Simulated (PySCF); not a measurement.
Molecule: SMILES C#CCCO, C4H6O.

Bonds (- single, = double, # triple, : aromatic): C1#C2, C2-C3, C3-C4, C4-O5. C1 carries H6; C3 carries H7, H8; C4 carries H9, H10; O5 carries H11.

Coordinates of the point at 0° (Å):
```xyz
11

C     2.575    0.381    0.194
C     1.485   -0.101    0.106
C     0.172   -0.706   -0.004
C    -0.966    0.341    0.037
O    -0.425    1.636    0.174
H     3.529    0.810    0.273
H     0.052   -1.417    0.817
H     0.130   -1.264   -0.943
H    -1.635    0.121    0.882
H    -1.558    0.276   -0.888
H    -1.142    2.276    0.198
```

The dihedral C2–C3–C4–O5 is held at the listed angle and the rest relaxed with GFN2-xTB; GIAO PBE0/pcSseg-1 (PySCF 2.14.0 with density-fitted response routines, gas phase, non-relativistic), single atoms without averaging; energies are PBE0/pcSseg-1 single points on these structures.

References, each an isolated molecule treated in the same way: 13C (σref 186.93), 1H (σref 31.72) against TMS; 17O (σref 336.08) vs H2O.

Problem. How do the shifts follow the torsion?

Solution. 
```
angle (°)  E rel. (kcal/mol)    C1    C2    C4    O5    H7    H8    H9   H10
        0                7.4  78.6  82.0  58.9  27.4  2.76  2.76  3.95  3.96
       30                4.8  78.0  83.5  61.8  29.6  2.38  2.92  3.99  3.95
       60                1.6  75.7  87.4  66.7  32.6  2.23  2.77  4.08  4.04
       90                2.5  74.6  90.2  69.6  34.1  2.46  2.58  4.16  4.29
      120                3.9  75.8  89.3  69.7  35.8  2.81  2.52  4.16  4.43
      150                1.7  76.2  86.6  68.6  34.7  2.79  2.51  4.04  4.33
      180                0.0  75.8  85.4  67.9  33.0  2.63  2.63  4.09  4.09
      210                1.7  76.2  86.6  68.5  34.7  2.51  2.80  4.33  4.05
      240                3.9  75.8  89.3  69.5  35.6  2.53  2.80  4.42  4.15
      270                2.5  74.6  90.2  69.6  34.1  2.59  2.45  4.29  4.17
      300                1.6  75.7  87.5  66.8  32.6  2.76  2.23  4.05  4.08
      330                4.8  78.0  83.5  61.8  29.6  2.92  2.38  3.95  3.99
```

Problem. Weight the points by Boltzmann factors at 298 K (these energies, one coordinate only). How far do the averages lie from the lowest point?

Solution. C1 75.8 (lowest point 75.8), C2 85.8 (lowest point 85.4), C4 67.9 (lowest point 67.9), O5 33.1 (lowest point 33.0), H7 2.61 (lowest point 2.63), H8 2.61 (lowest point 2.63), H9 4.10 (lowest point 4.09), H10 4.10 (lowest point 4.09) ppm. The lowest point, 180°, carries 78 % of the weight. A 30° grid can miss a minimum, and energy differences under about 1 kcal/mol are within the error of this level.
